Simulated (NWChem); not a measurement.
System: NO cation

Here is an NWChem input.

```
start job
memory heap 200 mb stack 900 mb global 1100 mb
charge 1
geometry units angstroms
  N      0.000000     0.000000    -0.571443
  O      0.000000     0.000000     0.501306
end
basis spherical
  N library 3-21g
  O library 3-21g
end
dft
  xc hfexch
  iterations 150
end
driver
  maxiter 120
end
task dft optimize
task dft freq
```

The level has its own optimisation; frequencies are unscaled.

Question: Predict the main results of this run. (Hartree-Fock/3-21G.) Quantities: basis functions; r N–O (Å); highest harmonic frequency (cm⁻¹); zero-point energy (kcal/mol).

Answer: 
```yaml
number_of_basis_functions: 18
r N–O (Å): 1.047
highest harmonic frequency (cm⁻¹): 2617
zero-point energy (kcal/mol): 3.7
```
